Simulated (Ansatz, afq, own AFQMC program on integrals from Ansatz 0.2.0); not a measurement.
## WHCl2, quartet in def2-SVP, levels against CCSDT(Q)

| atom | x (Å) | y (Å) | z (Å) |
| --- | --- | --- | --- |
| W | 0.0000 | -0.2634 | 0.0000 |
| Cl | 0.0000 | 0.7110 | -2.0304 |
| Cl | 0.0000 | 0.7110 | 2.0304 |
| H | 0.0000 | -1.9793 | 0.0000 |

Connectivity, by distances: Cl–WH–Cl.

Basis def2-SVP with its core potentials. Only valence electrons are correlated. Integrals, coupled cluster, full CI and functionals: Ansatz 0.2.0; the random walks run on the same integrals in our own AFQMC program. ph-AFQMC/CISD is guided by a CISD state made of CCSD amplitudes; releasing the constraint for a short imaginary time cuts its bias at the price of noise, slowly where states lie close. ± is one standard error of the sampling. No spin–orbit coupling. The metal's outer-core s and p shells are frozen, which shifts wave-function levels against functionals.

Determinant: UHF, the one that the program's search chose, which needn't be the lowest solution. The geometry is a PBE0/def2-TZVP stationary point of this or a neighbouring charge and spin state.

No full CI on the walks' own integrals is used here; CCSDT(Q) serves as the reference and is uncertain by about the last step of the cluster series.

Cautions: no spin-orbit coupling; outer-core shells of the metal frozen; lower spins were not checked; the released energies move by 1.5 errors or more from one time to the next, so no released level is given (meV from the phaseless value at times in 1/Eh: -10 ± 7 at 0.24, -14 ± 5 at 0.48, -9 ± 6 at 0.80, -20 ± 7 at 1.20), though the last usable value meets CCSDT(Q) within the noise.

- T1 diagnostic: 0.0229
- weight of the determinant in the CISD state: 0.825
- ⟨S²⟩ of the determinant: 3.788
- size of the correlated space: 21 electrons in 59 orbitals

```tsv
level	correlation energy (eV)
MP2	-10.3647
CCSD	-11.2933
CCSD(T)	-11.6286
```

(1) Estimate where phaseless AFQMC with a CISD trial lies against CCSD(T) on the same integrals.

(1) 0.98 ± 0.16 kcal/mol below CCSD(T).

Reference: CCSDT(Q), correlation energy -11.688 eV.

```csv
level,E − E(reference) (kcal/mol),share of correlation (%)
CCSD(T),1.36,99.49
CCSDT,0.57,99.79
ph-AFQMC/HF,-1.50 ± 0.79,100.56
ph-AFQMC/CISD,0.38 ± 0.16,99.86
```

A walk keeps the symmetry of its determinant, which the program's search chose and which needn't be the lowest solution, so a lower state of the same spin and another symmetry isn't excluded.
